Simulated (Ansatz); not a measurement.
# AlNH (quartet): RPA-PBE over a scan of the distance Al1–N2, 6-31G

Aim: run AlNH (quartet) with these functionals over a scan of the distance Al1–N2, and hold them against the top wave-function level at the same points.

The runs use Ansatz 0.2.0, Gaussian basis; 6-31G, all electrons in the functionals, frozen cores in the correlation of double hybrids and RPA.

The runs, in order: RPA-PBE, at 1.537 Å; 1.688 Å; 1.909 Å; 2.060 Å; 2.324 Å; 2.611 Å; 3.046 Å; 3.500 Å; 4.280 Å; 5.166 Å; 6.560 Å.

2 further runs of the same task are left out: 2 for a known fault of the program.

### 1 What is computed

The geometry derives from a PBE0/def2-TZVP stationary point (not a proven minimum). One bond is set to the value named and the two fragments are kept rigid.

3 atoms, charge 0, spin multiplicity 4.

Atoms are counted from 1 here; the program's logs count them from 0.

Bond lengths: Al1–N2 1.909 Å, N2–H3 1.029 Å. Angles: Al1–N2–H3 108.4°.

As a file:

```csv
atom,x (Å),y (Å),z (Å)
Al1,0.0000,-0.0319,0.6899
N2,0.0000,0.1209,-1.2129
H3,0.0000,-0.8261,-1.6143
```

No dispersion term is added.

The geometry shown and the zero of energy belong to the point 1.909 Å. The yardstick, FCI, and other wave-function levels (R restricted, U unrestricted, valence and pair active spaces) come from earlier runs.

### 2 RPA-PBE, 1.537 Å

File in.yaml:

```yaml
crystal:
  periodic: [false, false, false]
  atoms:
    - {symbol: Al, position_ang: [0.000000, -0.021245, 0.557385]}
    - {symbol: N, position_ang: [0.000000, 0.101750, -0.974686]}
    - {symbol: H, position_ang: [0.000000, -0.845248, -1.376053]}
basis:
  gaussian: {orbitals: 6-31G}
magnetization: {spin_polarized: true, initial_magnetization: 3}
hamiltonian: {xc: {name: PBE}}
correlation: {method: rpa, electrons: outside_noble_gas}
```

Command:

```console
$ ansatz run in.yaml --threads 1 --pin off --events-out ev --progress --plain --max-ram 2560MiB --backend cpu
```

Output:

```text
Functional definition: PBE
  name "PBE"
  cite "Perdew, Burke & Ernzerhof, Phys. Rev. Lett. 77, 3865 (1996) doi:10.1103/PhysRevLett.77.3865"
  parent pbe
  parameter kappa = 0.804
  parameter beta = 0.06672455060314922
  exchange = pbe_x(kappa = kappa, mu = beta*pi^2/3)
  correlation = pbe_c(beta = beta)
305 factors; integrals over basis functions are off by at most 2.5e-4 eV
mean field evaluation 1: about -8083.8330 eV, gradient 3.4e1 eV
mean field evaluation 2: about -8083.8210 eV, gradient 3.4e1 eV
mean field evaluation 4: about -8088.6353 eV, gradient 7.5e0 eV
mean field evaluation 8: about -8089.2432 eV, gradient 8.6e-2 eV
mean field evaluation 16: about -8089.2433 eV, gradient 7.5e-5 eV
mean field evaluation 32: about -8089.2433 eV, gradient 9.0e-5 eV
mean field evaluation 64: about -8089.0971 eV, gradient 1.5e-4 eV
mean field evaluation 96: about -8089.0641 eV, gradient 3.4e-1 eV
mean field evaluation 128: about -8089.2618 eV, gradient 7.0e-2 eV
mean field evaluation 160: about -8043.6346 eV, gradient 3.0e1 eV
mean field -8089.26242393 eV, -297.2749109805 hartree, gradient 1.7e-6 eV, S^2 3.751501; 18 other end points of the search recorded, 0 dependent functions left out
6 core orbitals not correlated: weight in the atoms' cores, before any rotation towards them, 0.999 or more for the frozen orbitals, at most 0.000 for the correlated occupied ones
reference -8073.00163651 eV, -296.6773380645 hartree; 6, 3 occupied and 12, 15 virtual orbitals, 305 factors
Total energy: -8078.10479026 eV, -296.8648755060 hartree
```

Run time: 4.3 s. Hardware: 1 thread of AMD EPYC 7R13, shared host.

From the report: ⟨S²⟩ of the determinant 3.752 (pure quartet: 3.75).

### 3 RPA-PBE, 1.688 Å

File in.yaml:

```yaml
crystal:
  periodic: [false, false, false]
  atoms:
    - {symbol: Al, position_ang: [0.000000, -0.025565, 0.611198]}
    - {symbol: N, position_ang: [0.000000, 0.109513, -1.071389]}
    - {symbol: H, position_ang: [0.000000, -0.837485, -1.472756]}
basis:
  gaussian: {orbitals: 6-31G}
magnetization: {spin_polarized: true, initial_magnetization: 3}
hamiltonian: {xc: {name: PBE}}
correlation: {method: rpa, electrons: outside_noble_gas}
```

The command is unchanged.

Output, shortened:

```text
Functional definition: PBE
  name "PBE"
  cite "Perdew, Burke & Ernzerhof, Phys. Rev. Lett. 77, 3865 (1996) doi:10.1103/PhysRevLett.77.3865"
  parent pbe
[...]
303 factors; integrals over basis functions are off by at most 2.6e-4 eV
[...]
mean field -8090.92668067 eV, -297.3360712876 hartree, gradient 1.3e-8 eV, S^2 3.751857; 15 other end points of the search recorded, 0 dependent functions left out
6 core orbitals not correlated: weight in the atoms' cores, before any rotation towards them, 1.000 or more for the frozen orbitals, at most 0.000 for the correlated occupied ones
reference -8074.57872603 eV, -296.7352950357 hartree; 6, 3 occupied and 12, 15 virtual orbitals, 303 factors
Total energy: -8079.86500630 eV, -296.9295622522 hartree
```

Run time: 4.6 s. Hardware: 1 thread of AMD EPYC 7R13, shared host.

From the report: ⟨S²⟩ of the determinant 3.752 (pure quartet: 3.75).

### 4 RPA-PBE, 1.909 Å

File in.yaml:

```yaml
crystal:
  periodic: [false, false, false]
  atoms:
    - {symbol: Al, position_ang: [0.000000, -0.031887, 0.689947]}
    - {symbol: N, position_ang: [0.000000, 0.120874, -1.212902]}
    - {symbol: H, position_ang: [0.000000, -0.826124, -1.614269]}
basis:
  gaussian: {orbitals: 6-31G}
magnetization: {spin_polarized: true, initial_magnetization: 3}
hamiltonian: {xc: {name: PBE}}
correlation: {method: rpa, electrons: outside_noble_gas}
```

The command is unchanged.

Output, shortened:

```text
Functional definition: PBE
  name "PBE"
  cite "Perdew, Burke & Ernzerhof, Phys. Rev. Lett. 77, 3865 (1996) doi:10.1103/PhysRevLett.77.3865"
  parent pbe
[...]
302 factors; integrals over basis functions are off by at most 2.8e-4 eV
[...]
mean field -8091.81193841 eV, -297.3686039093 hartree, gradient 3.3e-6 eV, S^2 3.753141; 12 other end points of the search recorded, 0 dependent functions left out
6 core orbitals not correlated: weight in the atoms' cores, before any rotation towards them, 1.000 or more for the frozen orbitals, at most 0.000 for the correlated occupied ones
reference -8075.37263884 eV, -296.7644707933 hartree; 6, 3 occupied and 12, 15 virtual orbitals, 302 factors
Total energy: -8080.84793273 eV, -296.9656841322 hartree
```

Run time: 2.7 s. Hardware: 1 thread of AMD EPYC 7R13, shared host.

From the report: ⟨S²⟩ of the determinant 3.753 (pure quartet: 3.75).

### 5 RPA-PBE, 2.060 Å

File in.yaml:

```yaml
crystal:
  periodic: [false, false, false]
  atoms:
    - {symbol: Al, position_ang: [0.000000, -0.036208, 0.743771]}
    - {symbol: N, position_ang: [0.000000, 0.128639, -1.309623]}
    - {symbol: H, position_ang: [0.000000, -0.818359, -1.710990]}
basis:
  gaussian: {orbitals: 6-31G}
magnetization: {spin_polarized: true, initial_magnetization: 3}
hamiltonian: {xc: {name: PBE}}
correlation: {method: rpa, electrons: outside_noble_gas}
```

The command is unchanged.

Output, shortened:

```text
Functional definition: PBE
  name "PBE"
  cite "Perdew, Burke & Ernzerhof, Phys. Rev. Lett. 77, 3865 (1996) doi:10.1103/PhysRevLett.77.3865"
  parent pbe
[...]
302 factors; integrals over basis functions are off by at most 2.9e-4 eV
[...]
mean field -8091.91036421 eV, -297.3722209910 hartree, gradient 6.0e-6 eV, S^2 3.754710; 12 other end points of the search recorded, 0 dependent functions left out
6 core orbitals not correlated: weight in the atoms' cores, before any rotation towards them, 1.000 or more for the frozen orbitals, at most 0.000 for the correlated occupied ones
reference -8075.45995406 eV, -296.7676795683 hartree; 6, 3 occupied and 12, 15 virtual orbitals, 302 factors
Total energy: -8081.01660596 eV, -296.9718827594 hartree
```

Wall time 3.3 s (1 thread of AMD EPYC 7R13, shared host).

From the report: ⟨S²⟩ of the determinant 3.755 (pure quartet: 3.75).

From 1.909 Å: -0.169 eV.

### 6 RPA-PBE, 2.324 Å

File in.yaml:

```yaml
crystal:
  periodic: [false, false, false]
  atoms:
    - {symbol: Al, position_ang: [0.000000, -0.043761, 0.837854]}
    - {symbol: N, position_ang: [0.000000, 0.142212, -1.478693]}
    - {symbol: H, position_ang: [0.000000, -0.804786, -1.880060]}
basis:
  gaussian: {orbitals: 6-31G}
magnetization: {spin_polarized: true, initial_magnetization: 3}
hamiltonian: {xc: {name: PBE}}
correlation: {method: rpa, electrons: outside_noble_gas}
```

The command is unchanged.

Output, shortened:

```text
Functional definition: PBE
  name "PBE"
  cite "Perdew, Burke & Ernzerhof, Phys. Rev. Lett. 77, 3865 (1996) doi:10.1103/PhysRevLett.77.3865"
  parent pbe
[...]
302 factors; integrals over basis functions are off by at most 3.1e-4 eV
[...]
mean field -8091.74460979 eV, -297.3661296284 hartree, gradient 1.6e-6 eV, S^2 3.757812; 10 other end points of the search recorded, 0 dependent functions left out
6 core orbitals not correlated: weight in the atoms' cores, before any rotation towards them, 1.000 or more for the frozen orbitals, at most 0.000 for the correlated occupied ones
reference -8075.45289669 eV, -296.7674202146 hartree; 6, 3 occupied and 12, 15 virtual orbitals, 302 factors
Total energy: -8080.98229056 eV, -296.9706216917 hartree
```

It took 2.9 s on 1 thread of AMD EPYC 7R13, shared host.

From the report: ⟨S²⟩ of the determinant 3.758 (pure quartet: 3.75).

From 1.909 Å: -0.134 eV.

### 7 RPA-PBE, 2.611 Å

File in.yaml:

```yaml
crystal:
  periodic: [false, false, false]
  atoms:
    - {symbol: Al, position_ang: [0.000000, -0.051972, 0.940134]}
    - {symbol: N, position_ang: [0.000000, 0.156967, -1.662492]}
    - {symbol: H, position_ang: [0.000000, -0.790031, -2.063859]}
basis:
  gaussian: {orbitals: 6-31G}
magnetization: {spin_polarized: true, initial_magnetization: 3}
hamiltonian: {xc: {name: PBE}}
correlation: {method: rpa, electrons: outside_noble_gas}
```

Launched as before.

Output, shortened:

```text
Functional definition: PBE
  name "PBE"
  cite "Perdew, Burke & Ernzerhof, Phys. Rev. Lett. 77, 3865 (1996) doi:10.1103/PhysRevLett.77.3865"
  parent pbe
[...]
302 factors; integrals over basis functions are off by at most 3.2e-4 eV
[...]
mean field -8091.49020383 eV, -297.3567803817 hartree, gradient 3.7e-6 eV, S^2 3.758574; 10 other end points of the search recorded, 0 dependent functions left out
6 core orbitals not correlated: weight in the atoms' cores, before any rotation towards them, 1.000 or more for the frozen orbitals, at most 0.000 for the correlated occupied ones
reference -8075.57711968 eV, -296.7719853254 hartree; 6, 3 occupied and 12, 15 virtual orbitals, 302 factors
Total energy: -8080.88520729 eV, -296.9670539471 hartree
```

It took 3.8 s on 1 thread of AMD EPYC 7R13, shared host.

From the report: ⟨S²⟩ of the determinant 3.759 (pure quartet: 3.75).

From 1.909 Å: -0.037 eV.

### 8 RPA-PBE, 3.046 Å

File in.yaml:

```yaml
crystal:
  periodic: [false, false, false]
  atoms:
    - {symbol: Al, position_ang: [0.000000, 0.153167, 2.157943]}
    - {symbol: N, position_ang: [0.000000, 0.396916, -0.878288]}
    - {symbol: H, position_ang: [0.000000, -0.550082, -1.279655]}
basis:
  gaussian: {orbitals: 6-31G}
magnetization: {spin_polarized: true, initial_magnetization: 3}
hamiltonian: {xc: {name: PBE}}
correlation: {method: rpa, electrons: outside_noble_gas}
```

The command is unchanged.

Output, shortened:

```text
Functional definition: PBE
  name "PBE"
  cite "Perdew, Burke & Ernzerhof, Phys. Rev. Lett. 77, 3865 (1996) doi:10.1103/PhysRevLett.77.3865"
  parent pbe
[...]
302 factors; integrals over basis functions are off by at most 3.4e-4 eV
[...]
mean field -8091.24348207 eV, -297.3477135243 hartree, gradient 2.9e-6 eV, S^2 3.755535; 12 other end points of the search recorded, 0 dependent functions left out
6 core orbitals not correlated: weight in the atoms' cores, before any rotation towards them, 1.000 or more for the frozen orbitals, at most 0.000 for the correlated occupied ones
reference -8075.88339939 eV, -296.7832408974 hartree; 6, 3 occupied and 12, 15 virtual orbitals, 302 factors
Total energy: -8080.88387385 eV, -296.9670049441 hartree
```

Wall time 3.9 s (1 thread of AMD EPYC 7R13, shared host).

From the report: ⟨S²⟩ of the determinant 3.756 (pure quartet: 3.75).

From 1.909 Å: -0.036 eV.

### 9 RPA-PBE, 3.500 Å

File in.yaml:

```yaml
crystal:
  periodic: [false, false, false]
  atoms:
    - {symbol: Al, position_ang: [0.000000, 0.128946, 2.459639]}
    - {symbol: N, position_ang: [0.000000, 0.409026, -1.029136]}
    - {symbol: H, position_ang: [0.000000, -0.537972, -1.430503]}
basis:
  gaussian: {orbitals: 6-31G}
magnetization: {spin_polarized: true, initial_magnetization: 3}
hamiltonian: {xc: {name: PBE}}
correlation: {method: rpa, electrons: outside_noble_gas}
```

Same command.

Output, shortened:

```text
Functional definition: PBE
  name "PBE"
  cite "Perdew, Burke & Ernzerhof, Phys. Rev. Lett. 77, 3865 (1996) doi:10.1103/PhysRevLett.77.3865"
  parent pbe
[...]
302 factors; integrals over basis functions are off by at most 3.5e-4 eV
[...]
mean field -8091.12668374 eV, -297.3434212648 hartree, gradient 1.1e-8 eV, S^2 3.753879; 8 other end points of the search recorded, 0 dependent functions left out
6 core orbitals not correlated: weight in the atoms' cores, before any rotation towards them, 1.000 or more for the frozen orbitals, at most 0.000 for the correlated occupied ones
reference -8076.05458738 eV, -296.7895319396 hartree; 6, 3 occupied and 12, 15 virtual orbitals, 302 factors
Total energy: -8080.94182258 eV, -296.9691345208 hartree
```

Run time: 3.4 s. Hardware: 1 thread of AMD EPYC 7R13, shared host.

From the report: ⟨S²⟩ of the determinant 3.754 (pure quartet: 3.75).

From 1.909 Å: -0.094 eV.

### 10 RPA-PBE, 4.280 Å

File in.yaml:

```yaml
crystal:
  periodic: [false, false, false]
  atoms:
    - {symbol: Al, position_ang: [0.000000, 0.087335, 2.977972]}
    - {symbol: N, position_ang: [0.000000, 0.429832, -1.288302]}
    - {symbol: H, position_ang: [0.000000, -0.517166, -1.689669]}
basis:
  gaussian: {orbitals: 6-31G}
magnetization: {spin_polarized: true, initial_magnetization: 3}
hamiltonian: {xc: {name: PBE}}
correlation: {method: rpa, electrons: outside_noble_gas}
```

The command is unchanged.

Output, shortened:

```text
Functional definition: PBE
  name "PBE"
  cite "Perdew, Burke & Ernzerhof, Phys. Rev. Lett. 77, 3865 (1996) doi:10.1103/PhysRevLett.77.3865"
  parent pbe
[...]
302 factors; integrals over basis functions are off by at most 3.6e-4 eV
[...]
mean field -8091.04836026 eV, -297.3405429298 hartree, gradient 4.9e-9 eV, S^2 3.753407; 8 other end points of the search recorded, 0 dependent functions left out
6 core orbitals not correlated: weight in the atoms' cores, before any rotation towards them, 1.000 or more for the frozen orbitals, at most 0.000 for the correlated occupied ones
reference -8076.11691137 eV, -296.7918223043 hartree; 6, 3 occupied and 12, 15 virtual orbitals, 302 factors
Total energy: -8080.97059924 eV, -296.9701920433 hartree
```

Wall time 4.2 s (1 thread of AMD EPYC 7R13, shared host).

From the report: ⟨S²⟩ of the determinant 3.753 (pure quartet: 3.75).

From 1.909 Å: -0.123 eV.

### 11 RPA-PBE, 5.166 Å

File in.yaml:

```yaml
crystal:
  periodic: [false, false, false]
  atoms:
    - {symbol: Al, position_ang: [0.000000, 0.040068, 3.566744]}
    - {symbol: N, position_ang: [0.000000, 0.453465, -1.582689]}
    - {symbol: H, position_ang: [0.000000, -0.493533, -1.984056]}
basis:
  gaussian: {orbitals: 6-31G}
magnetization: {spin_polarized: true, initial_magnetization: 3}
hamiltonian: {xc: {name: PBE}}
correlation: {method: rpa, electrons: outside_noble_gas}
```

Same command.

Output, shortened:

```text
Functional definition: PBE
  name "PBE"
  cite "Perdew, Burke & Ernzerhof, Phys. Rev. Lett. 77, 3865 (1996) doi:10.1103/PhysRevLett.77.3865"
  parent pbe
[...]
302 factors; integrals over basis functions are off by at most 3.6e-4 eV
[...]
mean field -8091.01087838 eV, -297.3391654963 hartree, gradient 1.2e-9 eV, S^2 3.753321; 10 other end points of the search recorded, 0 dependent functions left out
6 core orbitals not correlated: weight in the atoms' cores, before any rotation towards them, 1.000 or more for the frozen orbitals, at most 0.000 for the correlated occupied ones
reference -8076.11489022 eV, -296.7917480283 hartree; 6, 3 occupied and 12, 15 virtual orbitals, 302 factors
Total energy: -8080.96255342 eV, -296.9698963650 hartree
```

Wall time 4.7 s (1 thread of AMD EPYC 7R13, shared host).

From the report: ⟨S²⟩ of the determinant 3.753 (pure quartet: 3.75).

From 1.909 Å: -0.115 eV.

### 12 RPA-PBE, 6.560 Å

File in.yaml:

```yaml
crystal:
  periodic: [false, false, false]
  atoms:
    - {symbol: Al, position_ang: [0.000000, -0.034300, 4.493097]}
    - {symbol: N, position_ang: [0.000000, 0.490649, -2.045865]}
    - {symbol: H, position_ang: [0.000000, -0.456349, -2.447232]}
basis:
  gaussian: {orbitals: 6-31G}
magnetization: {spin_polarized: true, initial_magnetization: 3}
hamiltonian: {xc: {name: PBE}}
correlation: {method: rpa, electrons: outside_noble_gas}
```

Same command.

Output, shortened:

```text
Functional definition: PBE
  name "PBE"
  cite "Perdew, Burke & Ernzerhof, Phys. Rev. Lett. 77, 3865 (1996) doi:10.1103/PhysRevLett.77.3865"
  parent pbe
[...]
302 factors; integrals over basis functions are off by at most 3.6e-4 eV
[...]
mean field -8090.99243056 eV, -297.3384875515 hartree, gradient 1.8e-10 eV, S^2 3.753305; 10 other end points of the search recorded, 0 dependent functions left out
6 core orbitals not correlated: weight in the atoms' cores, before any rotation towards them, 1.000 or more for the frozen orbitals, at most 0.000 for the correlated occupied ones
reference -8076.10705201 eV, -296.7914599795 hartree; 6, 3 occupied and 12, 15 virtual orbitals, 302 factors
Total energy: -8080.95510429 eV, -296.9696226145 hartree
```

Wall time 5.5 s (1 thread of AMD EPYC 7R13, shared host).

From the report: ⟨S²⟩ of the determinant 3.753 (pure quartet: 3.75).

From 1.909 Å: -0.107 eV.

### 13 Against the wave-function levels

The yardstick is full CI for this spin, exact in this basis with these frozen cores. It comes from earlier runs at the same points. Energies in eV, counted from 1.909 Å; blanks weren't run or aren't comparable.

```csv
level,1.537 Å,1.688 Å,1.909 Å,2.060 Å,2.324 Å,2.611 Å,3.046 Å,3.500 Å,4.280 Å,5.166 Å,6.560 Å
FCI,2.487,0.920,0.000,-0.127,-0.077,-0.013,0.019,0.039,0.073,0.099,0.114
RPA-PBE,2.743,0.983,0.000,-0.169,-0.134,-0.037,-0.036,-0.094,-0.123,-0.115,-0.107
```

Largest miss and mean time a point (FCI took 6.9 s a point; shared hosts):

| level | largest miss (eV) | where | time a point |
| --- | --- | --- | --- |
| RPA-PBE | +0.256 | 1.537 Å | 3.9 s |

### 14 Results

| quantity | value |
| --- | --- |
| span of the FCI curve | 2.615 eV |
| largest miss, RPA-PBE | +0.256 eV (1.537 Å) |

**Reading.** RPA-PBE strays by up to 0.256 eV, at 1.537 Å. Functionals and the yardstick converge differently with the basis, so part of each miss in 6-31G is the basis.
